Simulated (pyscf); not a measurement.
Structures and frequencies: ωB97X-D3(BJ)/def2-SVP in PySCF.

SMILES: [O]=[ReH](=[O])=[O]
```xyz
5

O      0.3270     0.3573     0.5166
Re    -1.1050    -0.4262     0.0779
O     -0.8557    -1.8929    -0.7245
O     -2.2236     0.5849    -0.6864
H     -1.8249    -0.8453     1.5215
```
Charge 0, spin multiplicity 1.

Task: What is the homolytic dissociation enthalpy (298 K, ωB97M-D3(BJ)/def2-TZVP) of the H–Re bond of O=ReH(=O)=O, to [O=Re(=O)=O]• + H•?

Result: H–Re to [O=Re(=O)=O]• + H•: 331.8 kJ/mol. The 7 functionals that were run give +314.1 (M06-2X) to +339.0 kJ/mol (ωB97X-D3(BJ)/def2-TZVP). The radicals are drawn with the spin at the cut bond; how far it spreads was not checked. Other isomers of [O=Re(=O)=O]• were not searched in full and may lie lower. Open-shell species with a d-block atom are single-reference here; other states, and whether the spin sits on metal or ligand, were not checked. Elements past Kr carry the def2 core potentials, without spin-orbit coupling.
